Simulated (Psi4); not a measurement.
# SiHSCl (SMILES S[Si]Cl): a chain of runs

Aim: a series of 10 runs (PBE-D4/def2-SVP, PBE0-D4/def2-TZVP, PBE-D4/def2-TZVPP, r2SCAN-D4/def2-TZVPP, B3LYP-D4/def2-TZVPP, PBE0-D4/def2-TZVPP, wB97M-V/def2-TZVPP, CCSD(T)/def2-TZVPP, and more) of SiHSCl. Input form: a Python script.

The calculation is run with Psi4 1.11.

### Step 1. Starting point

The species is SiHSCl (4 atoms), meant as a singlet with charge 0. SMILES: `S[Si]Cl`. The coordinates come from a GFN2-xTB, rattled relaxation. The run starts from this shape.

Bond lengths: S1–Si2 2.234 Å, Si2–Cl3 2.031 Å, S1–H4 1.318 Å. Angles: S1–Si2–Cl3 99.0°, Si2–S1–H4 94.3°.

### Step 2. A structure relaxation at PBE-D4/def2-SVP (density fitting) (run 1)

Contents of run.py:

```python
import psi4

psi4.set_memory(3300000000)
psi4.set_num_threads(2)
psi4.core.set_output_file('psi4.out', False)

geom = psi4.geometry("""
0 1
S     -0.115156     0.982984    -0.576329
Si    -0.162864    -0.966352     0.514495
Cl     1.794932    -1.084310     1.043660
H     -1.382760     0.927298    -0.934434
units angstrom
symmetry c1
""")

options = {'basis': 'def2-SVP', 'reference': 'rks', 'scf_type': 'df', 'geom_maxiter': 60, 'max_force_g_convergence': 0.0005}
psi4.set_options(options)

energy_value = psi4.optimize("pbe-d4")
print(f'pbe-d4 energy: {energy_value:.10f} Eh')
print(geom.to_string(dtype='xyz', units='Angstrom'))
```

The run is started by

```console
$ python run.py
```

psi4.out:

```text
[...]
  Running in c1 symmetry.
[...]
  Nuclear repulsion =  170.676001752307030
[...]
  Multiplicity = 1
[...]
  Nalpha       = 24
  Nbeta        = 24
[...]
    Number of basis functions: 59
[...]
   @DF-RKS iter   1: -1147.59792617278254   -1.24901e-01   5.76149e-03 DIIS/ADIIS
[...]
   @DF-RKS iter   7: -1147.66940147375499   -3.41061e-12   8.38525e-09 DIIS
[...]
  @DF-RKS Final Energy: -1147.66940147375499
   => Energetics <=
    Nuclear Repulsion Energy =            169.8768802612376589
    One-Electron Energy =               -1925.3184150656538804
    Two-Electron Energy =                 682.4353292598260623
    DFT Exchange-Correlation Energy =     -74.6587167980238462
    Empirical Dispersion Energy =          -0.0044791311411991
    VV10 Nonlocal Energy =                  0.0000000000000000
    Total Energy =                      -1147.6694014737549878
[...]
 Multipole Moments:
 ------------------------------------------------------------------------------------
     Multipole            Electronic (a.u.)      Nuclear  (a.u.)        Total (a.u.)
 ------------------------------------------------------------------------------------
 L = 1.  Multiply by 2.5417464519 to convert [e a0] to [Debye]
 Dipole X            :          2.3737188           -3.0323164           -0.6585976
 Dipole Y            :         -1.8042796            1.8817846            0.0775049
 Dipole Z            :          1.6329298           -1.8409917           -0.2080619
 Magnitude           :                                                    0.6950162
[...]
  -Total Gradient:
     Atom            X                  Y                   Z
    ------   -----------------  -----------------  -----------------
       1        0.000006176601     0.000290398091    -0.000171345536
       2       -0.000343614811    -0.000127322991    -0.000014907288
       3        0.000306262061    -0.000040747605     0.000102716399
       4       -0.000004035832    -0.000109601475     0.000067448829
[...]
    Final optimized geometry and variables:
    Molecular point group: c1
    Full point group: C1
    Geometry (in Angstrom), charge = 0, multiplicity = 1:
    S           -0.639953996287     1.287397843712    -0.904147752026
    SI          -0.772630105474    -0.603069937644     0.157661918224
    CL           1.259981345496    -0.731214709052     0.735788106473
    H           -1.968230171238     1.271061196704    -1.223511506975
[...]
```

The script printed:

```text
Some dependencies such as QCElemental have not yet finished migration to pydantic v2. If issues are encountered please downgrade pydantic or upgrade QCElemental as appropriate
	Change in internal coordinate of 7.04e-01 exceeds limit of 5.00e-01.
	Skipping Hessian update for step 2.
	Energy has increased in a minimization.
	Energy ratio indicates iffy step.
	Intrafrag trust radius decreased to   0.25.
	Change in internal coordinate of 6.60e-01 exceeds limit of 5.00e-01.
	Skipping Hessian update for step 3.
	Change in internal coordinate of 5.25e-01 exceeds limit of 5.00e-01.
	Skipping Hessian update for step 3.
	Change in internal coordinate of 5.30e-01 exceeds limit of 5.00e-01.
	Skipping Hessian update for step 3.
Optimizer: Optimization complete!
pbe-d4 energy: -1147.6694014738 Eh
4
0 1 ClHSSi
S                    -0.639953996287     1.287397843712    -0.904147752026
Si                   -0.772630105474    -0.603069937644     0.157661918224
Cl                    1.259981345496    -0.731214709052     0.735788106473
H                    -1.968230171238     1.271061196704    -1.223511506975
```

It took 94 s on 2 threads of AMD EPYC (Zen 3), shared host; peak memory 0.41 GiB.

Step by step:

| step | energy from the first frame kept (eV) | largest force (eV/Å) |
| --- | --- | --- |
| 0 | 0.0000 | 1.7000 |
| 1 | -0.0812 | 0.7043 |
| 2 | 0.0914 | 1.5260 |
| 3 | -0.0567 | 0.5624 |
| 4 | -0.0987 | 0.3192 |
| 5 | -0.1108 | 0.0502 |
| 6 | -0.1110 | 0.0189 |

After the run. Bond lengths: S1–Si2 2.172 Å, Si2–Cl3 2.117 Å, S1–H4 1.366 Å. Angles: S1–Si2–Cl3 97.3°, Si2–S1–H4 92.5°.

### Step 3. A geometry optimisation at PBE0-D4/def2-TZVP (density fitting) (run 2)

Contents of clhssi.py:

```python
import psi4

psi4.set_memory('3300 MB')
psi4.set_num_threads(2)
psi4.set_output_file('output.dat', False)

mol = psi4.geometry("""
0 1
S     -0.086036     0.947655    -0.575545
Si    -0.218712    -0.942813     0.486264
Cl     1.813899    -1.070957     1.064390
H     -1.414313     0.931319    -0.894909
symmetry c1
""")

psi4.set_options({
    'scf_type': 'df',
    'geom_maxiter': 50,
    'max_force_g_convergence': 0.0002,
})

e_tot = psi4.optimize('pbe0-d4/def2-TZVP')
print('E =', round(e_tot, 9))
print(mol.to_string(dtype='xyz', units='Angstrom'))
```

The run is started by

```console
$ python clhssi.py
```

output.dat:

```text
[...]
  Running in c1 symmetry.
[...]
  Nuclear repulsion =  169.876907654327283
[...]
  Multiplicity = 1
[...]
  Nalpha       = 24
  Nbeta        = 24
[...]
    Number of basis functions: 117
[...]
   @DF-RKS iter   1: -1148.09053074269514   -2.83283e-01   4.41097e-03 DIIS/ADIIS
[...]
   @DF-RKS iter   7: -1148.16392042007510   -2.72848e-12   2.89175e-09 DIIS
[...]
  @DF-RKS Final Energy: -1148.16392042007510
   => Energetics <=
    Nuclear Repulsion Energy =            172.6034146869587573
    One-Electron Energy =               -1931.4941861659276583
    Two-Electron Energy =                 667.2321690110264854
    DFT Exchange-Correlation Energy =     -56.5015231252142058
    Empirical Dispersion Energy =          -0.0037948269187275
    VV10 Nonlocal Energy =                  0.0000000000000000
    Total Energy =                      -1148.1639204200751010
[...]
 Multipole Moments:
 ------------------------------------------------------------------------------------
     Multipole            Electronic (a.u.)      Nuclear  (a.u.)        Total (a.u.)
 ------------------------------------------------------------------------------------
 L = 1.  Multiply by 2.5417464519 to convert [e a0] to [Debye]
 Dipole X            :          2.3465468           -2.9876516           -0.6411048
 Dipole Y            :         -1.7958786            1.8550896            0.0592110
 Dipole Z            :          1.6203542           -1.8128346           -0.1924804
 Magnitude           :                                                    0.6719896
[...]
  -Total Gradient:
     Atom            X                  Y                   Z
    ------   -----------------  -----------------  -----------------
       1       -0.000052572171    -0.000007658309    -0.000010696713
       2        0.000048061433     0.000015174002     0.000001455218
       3       -0.000020657097     0.000017328746    -0.000013668785
       4        0.000011497705    -0.000004807128     0.000007899158
[...]
    Final optimized geometry and variables:
    Molecular point group: c1
    Full point group: C1
    Geometry (in Angstrom), charge = 0, multiplicity = 1:
    S           -0.630812340956     1.265365233306    -0.889507398140
    SI          -0.761317893045    -0.591827605566     0.155394783401
    CL           1.241728317002    -0.719581764255     0.723701124990
    H           -1.938930568179     1.254303879835    -1.205638461339
[...]
```

The script printed:

```text
Optimizer: Optimization complete!
E = -1148.16392042
4
0 1 ClHSSi
S                    -0.630812340956     1.265365233306    -0.889507398140
Si                   -0.761317893045    -0.591827605566     0.155394783401
Cl                    1.241728317002    -0.719581764255     0.723701124990
H                    -1.938930568179     1.254303879835    -1.205638461339
```

Wall time 2.5 min (2 threads of AMD EPYC (Zen 3), shared host); peak memory 0.61 GiB.

Steps, from the record of the run:

| step | energy from the first frame kept (eV) | largest force (eV/Å) |
| --- | --- | --- |
| 0 | 0.0000 | 0.6893 |
| 1 | -0.0214 | 0.2468 |
| 2 | 0.0112 | 0.2026 |
| 3 | -0.0158 | 0.4985 |
| 4 | -0.0233 | 0.0264 |
| 5 | -0.0233 | 0.0028 |

After the run. Bond lengths: S1–Si2 2.135 Å, Si2–Cl3 2.086 Å, S1–H4 1.346 Å. Angles: S1–Si2–Cl3 97.3°, Si2–S1–H4 92.8°.

Run 3 isn't shown in full; the table further down has it.

### Step 4. The energy at PBE-D4/def2-TZVPP (density fitting) (run 4)

Contents of job.py:

```python
import psi4

psi4.set_memory('3300 MB')
psi4.set_num_threads(2)
psi4.core.set_output_file('psi4.out', False)

geom = psi4.geometry("""
S     -0.14530860     1.74917396    -1.05995683
Si    -0.39192920    -1.76041217     0.91462178
Cl     3.39327916    -2.00183224     1.98856447
H     -2.61729525     1.72826981    -1.65735784
units au
symmetry c1
""")

psi4.set_options({
    'scf_type': 'df',
    'dft_radial_points': 99,
    'dft_spherical_points': 590,
})

energy_value, wavefunction = psi4.energy('pbe-d4/def2-TZVPP', molecule=geom, return_wfn=True)
print(f'total energy {energy_value:.8f} hartree = {energy_value * 27.211386:.5f} eV')
```

The run is started by

```console
$ python job.py
```

psi4.out:

```text
[...]
  Running in c1 symmetry.
[...]
  Nuclear repulsion =  172.603427965825063
[...]
  Multiplicity = 1
[...]
  Nalpha       = 24
  Nbeta        = 24
[...]
    Number of basis functions: 140
[...]
   @DF-RKS iter   1: -1147.95075413613881   -1.11474e-01   4.54151e-03 ADIIS/DIIS
[...]
   @DF-RKS iter   9: -1148.07408587812301   -2.37378e-07   4.01399e-07 DIIS
[...]
    Orbital Energies [Eh]
    ---------------------
    Doubly Occupied:
       1A   -100.659733     2A    -88.062910     3A    -65.460421
       4A     -9.174941     5A     -7.690762     6A     -6.994396
       7A     -6.990833     8A     -6.988920     9A     -5.711316
      10A     -5.706800    11A     -5.705495    12A     -5.098840
      13A     -3.512487    14A     -3.509255    15A     -3.505879
      16A     -0.758684    17A     -0.684484    18A     -0.455033
      19A     -0.380770    20A     -0.337607    21A     -0.315407
      22A     -0.299800    23A     -0.262531    24A     -0.226441
[...]
  @DF-RKS Final Energy: -1148.07408587812301
   => Energetics <=
    Nuclear Repulsion Energy =            172.6034279658250625
    One-Electron Energy =               -1931.4940134441621922
    Two-Electron Energy =                 685.5234219189965188
    DFT Exchange-Correlation Energy =     -74.7024113128028091
    Empirical Dispersion Energy =          -0.0045110059798190
    VV10 Nonlocal Energy =                  0.0000000000000000
    Total Energy =                      -1148.0740858781230145
[...]
 Multipole Moments:
 ------------------------------------------------------------------------------------
     Multipole            Electronic (a.u.)      Nuclear  (a.u.)        Total (a.u.)
 ------------------------------------------------------------------------------------
 L = 1.  Multiply by 2.5417464519 to convert [e a0] to [Debye]
 Dipole X            :          2.4035968           -2.9876517           -0.5840549
 Dipole Y            :         -1.7693796            1.8550890            0.0857094
 Dipole Z            :          1.6190595           -1.8128340           -0.1937746
 Magnitude           :                                                    0.6213009
[...]
```

On the terminal:

```text
total energy -1148.07408588 hartree = -31240.68711 eV
```

It took 45 s on 2 threads of AMD EPYC (Zen 3), shared host; peak memory 0.91 GiB.

Runs 5 to 9 aren't shown in full; the table further down has their settings and results.

### Step 5. The energy at MP2/def2-QZVPP (density fitting, density fitting for correlation) (run 10)

Contents of clhssi.xyz:

```xyz
4
ClHSSi
S     -0.076894     0.925623    -0.560905
Si    -0.207400    -0.931570     0.483997
Cl     1.795646    -1.059324     1.052303
H     -1.385013     0.914561    -0.877036
```

Contents of calc.py:

```python
import psi4

psi4.set_memory('3300 MB')
psi4.set_num_threads(2)
psi4.core.set_output_file('clhssi.out', False)

with open('clhssi.xyz') as f:
    atoms = ''.join(f.readlines()[2:])
geom = psi4.geometry('0 1\n' + atoms + 'symmetry c1')

psi4.set_options({
    'basis': 'def2-QZVPP',
    'scf_type': 'df',
    'num_frozen_docc': 15,
})

E = psi4.energy('mp2', molecule=geom)
print(f'total energy {E:.8f} hartree = {E * 27.211386:.5f} eV')
```

The run is started by

```console
$ python calc.py
```

clhssi.out:

```text
[...]
  Running in c1 symmetry.
[...]
  Nuclear repulsion =  172.603427955790181
[...]
  Multiplicity = 1
[...]
  Nalpha       = 24
  Nbeta        = 24
[...]
    Number of basis functions: 240
[...]
   @DF-RHF iter   1: -1146.62152244736649   -4.70912e-01   1.45463e-03 DIIS/ADIIS
[...]
   @DF-RHF iter  12: -1146.66362142106755   -1.43245e-11   3.91992e-09 DIIS
[...]
    Orbital Energies [Eh]
    ---------------------
    Doubly Occupied:
       1A   -104.833801     2A    -91.971599     3A    -68.853985
       4A    -10.560485     5A     -8.975095     6A     -8.027057
       7A     -8.026238     8A     -8.026020     9A     -6.656170
      10A     -6.655437    11A     -6.655016    12A     -6.194616
      13A     -4.296069    14A     -4.295992    15A     -4.295152
      16A     -1.101952    17A     -0.985774    18A     -0.657335
      19A     -0.559208    20A     -0.502829    21A     -0.487541
      22A     -0.474137    23A     -0.405321    24A     -0.354401
[...]
  @DF-RHF Final Energy: -1146.66362142106755
   => Energetics <=
    Nuclear Repulsion Energy =            172.6034279557901812
    One-Electron Energy =               -1930.8316418016825082
    Two-Electron Energy =                 611.5645924248246956
    Total Energy =                      -1146.6636214210675462
[...]
 Multipole Moments:
 ------------------------------------------------------------------------------------
     Multipole            Electronic (a.u.)      Nuclear  (a.u.)        Total (a.u.)
 ------------------------------------------------------------------------------------
 L = 1.  Multiply by 2.5417464519 to convert [e a0] to [Debye]
 Dipole X            :          2.3051021           -2.9876517           -0.6825496
 Dipole Y            :         -1.8413121            1.8550890            0.0137769
 Dipole Z            :          1.6364755           -1.8128340           -0.1763585
 Magnitude           :                                                    0.7051000
[...]
```

Standard output:

```text
total energy -1147.17191051 hartree = -31216.13767 eV
```

Run time: 24 s. Hardware: 2 threads of AMD EPYC (Zen 3), shared host; peak memory 0.53 GiB.

### Step 6. The series

| run | level | geom maxiter | max force g convergence | energy (Eh) | dipole moment (D) | HOMO energy (eV) | LUMO energy (eV) | wall time |
| --- | --- | --- | --- | --- | --- | --- | --- | --- |
| 1 | PBE-D4/def2-SVP (density fitting) | 60 | 0.0005 | -1147.669401 | 1.77 | -6.13 | -3.21 | 94 s |
| 2 | PBE0-D4/def2-TZVP (density fitting) | 50 | 0.0002 | -1148.163920 | 1.71 | -7.23 | -2.49 | 2.5 min |
| 3 | PBE0-D4/def2-TZVP (density fitting) | – | – | timeout | – | – | – | 5.7 min |
| 4 | PBE-D4/def2-TZVPP (density fitting) | – | – | -1148.074086 | 1.58 | -6.16 | -3.23 | 45 s |
| 5 | r2SCAN-D4/def2-TZVPP (density fitting) | – | – | -1148.487994 | 1.63 | -6.38 | -3.18 | 70 s |
| 6 | B3LYP-D4/def2-TZVPP (density fitting) | – | – | -1148.632336 | 1.71 | -7.04 | -2.63 | 38 s |
| 7 | PBE0-D4/def2-TZVPP (density fitting) | – | – | -1148.164714 | 1.69 | -7.23 | -2.49 | 41 s |
| 8 | wB97M-V/def2-TZVPP (density fitting) | – | – | -1148.514143 | 1.76 | -9.32 | -0.55 | 78 s |
| 9 | CCSD(T)/def2-TZVPP (density fitting, density fitting for correlation) | – | – | timeout | – | – | – | 2 min |
| 10 | MP2/def2-QZVPP (density fitting, density fitting for correlation) | – | – | -1147.171911 | – | -9.64 | 0.52 | 24 s |

### Step 7. Results

| quantity | value |
| --- | --- |
| run 10, MP2/def2-QZVPP: total energy | -1147.17191 Eh |
| run 10, MP2/def2-QZVPP: HOMO energy (Hartree–Fock orbitals) | -9.64 eV |
| run 10, MP2/def2-QZVPP: LUMO energy (Hartree–Fock orbitals) | 0.52 eV |
| run 10, MP2/def2-QZVPP: HOMO–LUMO gap (Hartree–Fock orbitals) | 10.17 eV |
| run 10, MP2/def2-QZVPP: correlation energy (15 core orbitals frozen) | -508.3 mEh |

Over runs 4, 5, 6, 7, 8 the dipole moment (its size) runs from 1.58 D (PBE-D4/def2-TZVPP) to 1.76 D (wB97M-V/def2-TZVPP). Over runs 4, 5, 6, 7, 8 the HOMO–LUMO gap runs from 2.93 eV (PBE-D4/def2-TZVPP) to 8.77 eV (wB97M-V/def2-TZVPP). Totals of different functionals can't be ranked against each other. All runs together took 17 min, the longest 5.7 min. 2 of the 10 runs did not end normally.
